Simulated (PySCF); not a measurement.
Compound: Cl2.
SMILES: `ClCl`

The calculation used PySCF 2.14.0, PBE0-D3(BJ)/def2-SVP geometry optimisation, gas phase.

Masses are those of the commonest isotopes; rigid-rotor values at the optimised geometry. 

(1) What are the moment of inertia and the rotational constant?

(2) List the first levels of a rigid rotor in a Σ state.

(3) Has it a pure rotational spectrum?

Answers

(1) I = 71.773 u·Å², B = 505379 MHz·u·Å²/I = 7041 MHz (0.2349 cm⁻¹, or 0.338 K as hB/k). For two atoms I = μr² with μ = 17.4844 u and r = 2.0261 Å.

(2) E(J) = BJ(J+1): J = 1: 0.470, J = 2: 1.409, J = 3: 2.818, J = 4: 4.697, J = 5: 7.046, J = 6: 9.865 cm⁻¹.

(3) Not by electric dipole: D∞h allows no dipole (computed 0.00 D). Rotational Raman lines (ΔJ = 2) lie at B(4J + 6), spaced by 4B = 0.939 cm⁻¹, with nuclear-spin weights that differ between even and odd J.

Stationary, but not proved a minimum. These are rigid-rotor constants of the computed structure; measured ground-state constants (B0) also hold zero-point vibration.
